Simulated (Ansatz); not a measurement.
Input for Ansatz (development build ahead of 0.2.0):

```yaml
crystal:
  periodic: [false, false, false]
  atoms:
    - { symbol: "N", position_ang: [-0.00073, -0.03226, 0.11468] }
    - { symbol: H, position_ang: [1.42086, 0.05102, -0.37329] }
    - { symbol: H, position_ang: [-0.75855, 1.23762, -0.38157] }
    - { symbol: H, position_ang: [-0.66884, -1.28291, -0.42958] }
basis:
  gaussian: { orbitals: def2-SVP }
hamiltonian:
  xc: hf
```

The input is written out in the form of the current development build from the run's settings.

Output:

```yaml
Converged: yes
Total_energy: -55.84845 hartree
Spin_squared_of_the_determinant: 0.000
```

Caution: stretched shape with no unrestricted run beside it, a lower state can exist.
